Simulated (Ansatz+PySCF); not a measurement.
A calculation with PySCF 2.14.0.

```python
from pyscf import gto, scf, cc

mol = gto.M(atom="""
N 0.000000 0.000000 0.000000
Na 1.142510 1.523350 3.298150
""", basis='sto-3g', charge=0, spin=0)
mf = scf.RHF(mol)
mf.kernel()
mycc = cc.CCSD(mf, frozen=2).run()
et = mycc.ccsd_t()
print(mf.e_tot, mycc.e_corr, et, mycc.e_tot + et)
```

The script is written out from the run's settings.

Results

| Quantity | Value |
| --- | --- |
| Converged | yes |
| Reference energy | -213.16535 hartree |
| CCSD correlation energy | -0.06532 hartree |
| Triples correction | -0.00080 hartree |
| Total energy | -213.23147 hartree |
| Spin squared of the determinant | 0.000 |

Caution: large amplitudes, a single reference is doubtful; another spin multiplicity may lie lower; an unrestricted determinant lies well below.
